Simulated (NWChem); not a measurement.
**Correlation energy of H$_{2}$Si**

```
Si
H 1 1.4947
H 1 1.4947 2 118.81
```
Charge 0, spin multiplicity 3.

The numbers come from NWChem runs, not from measurements. Structure: optimised with UB3LYP/def2-SVP, a minimum by its harmonic frequencies.

Basis set: def2-QZVP. Each correlation energy counts from its own Hartree-Fock reference.

The correlated methods keep 5 core orbitals frozen. This spin state was chosen for the runs; another may lie lower. The structure started from a generated list of species. The unpaired electrons of the parent sit in orbitals of symmetry a1 and b2 (C2v labels of the run); other states weren't searched. The stability of the SCF solutions was not checked. Open-shell Hartree-Fock references start from PBE0 orbitals. Coupled-cluster values serve here as a point of comparison, not as the truth.

Problem. One of these methods gave a correlation energy of -96.3 mHa. Which?
(A) SCS-UMP2
(B) UMP2
(C) CCSD on ROHF
(D) CCSD[T] on ROHF

Solution. B, UMP2. The others give -101.6 (SCS-UMP2), -119.1 (CCSD on ROHF), -123.2 (CCSD[T] on ROHF).
